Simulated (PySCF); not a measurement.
# methyl isocyanide: calculation against experiment

**Measured values to compare with.**

From NIST CCCBDB Release 22 (SRD 101), experimental dipoles, for the gas: dipole moment (microwave Stark effect) 3.85 D.

The results are set against them at the end.

Methyl isocyanide, C₂H₃N.
Atom-mapped SMILES: `[C-:1]#[N+:2][CH3:3]` (hydrogens: H4, H5, H6 on C3)

Geometry (GFN2-xTB, Å), atoms numbered from 1 in this order:
```
atom  x, y, z in Å
C1     2.080    0.040   -0.022
N2     0.919    0.018   -0.012
C3    -0.477   -0.009    0.001
H4    -0.835   -0.671   -0.790
H5    -0.824   -0.376    0.968
H6    -0.861    0.999   -0.166
```

The PySCF runs (gas phase, on this GFN2-xTB geometry; no spin–orbit coupling):

| level | job | basis functions | wall time |
| --- | --- | --- | --- |
| CAM-B3LYP/def2-SVPD | 8 singlets by full TDDFT, 3 Tamm–Dancoff triplets, polarisability | 84 | 3.7 s |

Hardware: an x86-64 server with one thread, shared host.

**Comparison with experiment**

**Dipole moment.** Measured: 3.85 D (NIST CCCBDB Release 22 (SRD 101), experimental dipoles).

```json
{"level": "CAM-B3LYP/def2-SVPD", "computed (D)": "3.86", "computed − measured (D)": "+0.01", "% (from the printed values)": "0"}
```

The computed dipoles belong to one fixed geometry; measured ones are averaged over vibrations unless marked μe. Magnitudes are compared, not signs.

No measured geometry was used, and the causes of the misses weren't examined.
